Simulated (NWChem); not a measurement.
Molecule: fluoromethane (CH$_{3}$F); SMILES CF

Task: Give the equilibrium geometry at PBE0/def2-SVP (NWChem) as an XYZ file, with the point group.

Result: point group C3v; any orientation.
```
5

C      0.0000     0.0000    -0.6018
F      0.0000     0.0000     0.7616
H      0.7326     0.7326    -0.9796
H      0.2681    -1.0007    -0.9796
H     -1.0007     0.2681    -0.9796
```
